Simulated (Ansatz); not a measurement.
Diamond-structure Si, treated with B3LYP (VWN-RPA form) (plane waves, PAW; Ansatz, a first-principles code).

Numerical settings: plane-wave cutoff 460 eV, 8×8×8 k mesh, Fermi–Dirac smearing 0.01 eV, scalar-relativistic PAW data made under PBE.

The cell has the measured lattice: a = b = c = 5.430 Å, α = β = γ = 90.00°.

What does this level give for the band gap, smallest direct gap on the k points sampled and width of the whole s-p valence band?


- band gap = 1.77 eV (indirect)
- smallest direct gap on the k points sampled = 3.83 eV
- width of the whole s-p valence band = 13.03 eV

Note: cell and atoms aren't relaxed at this level (pressure 2.9 GPa).

Computed values are for the static lattice.
